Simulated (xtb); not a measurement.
methanidylidynesulfanium (CS), SMILES [C-]#[S+]. All values are semi-empirical tight-binding results from xtb (GFN2-xTB unless named), good for trends rather than for accurate numbers. Geometry optimised at GFN2-xTB.

Optimised geometry:

```xyz
2

C      0.0000     0.0000    -1.1064
S      0.0000     0.0000     0.4149
```
Charge 0, spin multiplicity 1.

```json
{
 "point_group_as_xtb_finds_it": "C∞v",
 "orbital_gap": "3.40 eV",
 "static polarisability (D4 model)": "30.2 bohr³",
 "solvation energy, GFN2-xTB/ALPB(water)": "1.6 kcal/mol",
 "solvation energy, GFN2-xTB/ALPB(toluene)": "-2.2 kcal/mol"
}
```

Give the atomic charges and the Wiberg bond orders between heavy atoms. (The exact figures need the calculation; the answer reports its results.)

charges (e) C1 -0.11, S2 0.11. Bond orders C1–S2 2.82.
